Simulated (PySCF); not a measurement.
Simulated outer-valence photoelectron spectrum of difluorophosphine (`FPF`). Method: EOM-IP-CCSD/aug-cc-pVDZ in PySCF, restricted Hartree–Fock reference, frozen core, non-relativistic, gas phase, PBE0-D3(BJ)/def2-SVP geometry.

Each root has a Gaussian of 0.3 eV full width with its one-hole share as area; cross sections and vibrations are left out, and the highest printed point is 100.

```json
{"ionisation energy (eV)": "10.6", "intensity": "2"}
{"ionisation energy (eV)": "10.8", "intensity": "44"}
{"ionisation energy (eV)": "11.0", "intensity": "99"}
{"ionisation energy (eV)": "11.2", "intensity": "19"}
{"ionisation energy (eV)": "11.4", "intensity": "0"}
{"ionisation energy (eV)": "11.6", "intensity": "0"}
{"ionisation energy (eV)": "11.8", "intensity": "0"}
{"ionisation energy (eV)": "12.0", "intensity": "0"}
{"ionisation energy (eV)": "12.2", "intensity": "0"}
{"ionisation energy (eV)": "12.4", "intensity": "0"}
{"ionisation energy (eV)": "12.6", "intensity": "0"}
{"ionisation energy (eV)": "12.8", "intensity": "0"}
{"ionisation energy (eV)": "13.0", "intensity": "0"}
{"ionisation energy (eV)": "13.2", "intensity": "0"}
{"ionisation energy (eV)": "13.4", "intensity": "0"}
{"ionisation energy (eV)": "13.6", "intensity": "0"}
{"ionisation energy (eV)": "13.8", "intensity": "0"}
{"ionisation energy (eV)": "14.0", "intensity": "0"}
{"ionisation energy (eV)": "14.2", "intensity": "0"}
{"ionisation energy (eV)": "14.4", "intensity": "0"}
{"ionisation energy (eV)": "14.6", "intensity": "2"}
{"ionisation energy (eV)": "14.8", "intensity": "48"}
{"ionisation energy (eV)": "15.0", "intensity": "97"}
{"ionisation energy (eV)": "15.2", "intensity": "69"}
{"ionisation energy (eV)": "15.4", "intensity": "91"}
{"ionisation energy (eV)": "15.6", "intensity": "20"}
{"ionisation energy (eV)": "15.8", "intensity": "76"}
{"ionisation energy (eV)": "16.0", "intensity": "71"}
{"ionisation energy (eV)": "16.2", "intensity": "6"}
{"ionisation energy (eV)": "16.4", "intensity": "0"}
{"ionisation energy (eV)": "16.6", "intensity": "0"}
{"ionisation energy (eV)": "16.8", "intensity": "7"}
{"ionisation energy (eV)": "17.0", "intensity": "75"}
{"ionisation energy (eV)": "17.2", "intensity": "71"}
{"ionisation energy (eV)": "17.4", "intensity": "6"}
{"ionisation energy (eV)": "17.6", "intensity": "23"}
{"ionisation energy (eV)": "17.8", "intensity": "100"}
{"ionisation energy (eV)": "18.0", "intensity": "83"}
{"ionisation energy (eV)": "18.2", "intensity": "94"}
{"ionisation energy (eV)": "18.4", "intensity": "16"}
{"ionisation energy (eV)": "18.6", "intensity": "0"}
```

Question: Where are the maxima, and how many lines lie under the curve?

Answer: 7 maxima, at 11.0, 15.0, 15.3, 15.9, 17.1, 17.8 and 18.1 eV, from 7 lines.

Question: List the lines with their holes.

Answer: 
```json
{"E (eV)": "10.97", "leading hole (HF orbital)": "HOMO", "area": "0.96", "Koopmans (eV)": "11.42"}
{"E (eV)": "14.95", "leading hole (HF orbital)": "HOMO-1", "area": "0.94", "Koopmans (eV)": "16.46"}
{"E (eV)": "15.34", "leading hole (HF orbital)": "HOMO-2", "area": "0.94", "Koopmans (eV)": "17.80"}
{"E (eV)": "15.90", "leading hole (HF orbital)": "HOMO-3", "area": "0.94", "Koopmans (eV)": "18.55"}
{"E (eV)": "17.09", "leading hole (HF orbital)": "HOMO-4", "area": "0.94", "Koopmans (eV)": "19.59"}
{"E (eV)": "17.82", "leading hole (HF orbital)": "HOMO-5", "area": "0.93", "Koopmans (eV)": "19.99"}
{"E (eV)": "18.15", "leading hole (HF orbital)": "HOMO-6", "area": "0.93", "Koopmans (eV)": "20.28"}
```

The widest gap, 3.98 eV, lies between 10.97 and 14.95 eV. Only orbitals with −ε under 21 eV, eight at most, were ionised, so the high end of the curve may lack lines.
